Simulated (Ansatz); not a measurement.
System: NO, net charge 1, singlet state. 
Structure (B3LYP-D3(BJ)/def2-TZVP (Ansatz, a first-principles code) minimum search):
```
N
O 1 1.0564
```
Charge +1, spin multiplicity 1.

Basis-set convergence of Hartree-Fock and CCSD correlation energies (hartree) with Ansatz. Cores are frozen in the correlated levels unless marked. No spin-orbit coupling. Non-relativistic.

| basis | functions | E(HF) | E(corr, CCSD) |
|---|---|---|---|
| def2-SVP | 28 | -128.80223 | -0.33341 |
| def2-TZVPP | 62 | -128.97290 | -0.39529 |
| def2-QZVPP | 114 | -128.97869 | -0.41871 |

Extrapolating the two largest sets (X = 3 and 4) as X^-3: E(corr) = (64·(-0.41871) - 27·(-0.39529))/37 = -0.4358 Eh, an estimate of the basis-set limit. The largest set recovers 96.1 % of it, the smallest 76.5 %.
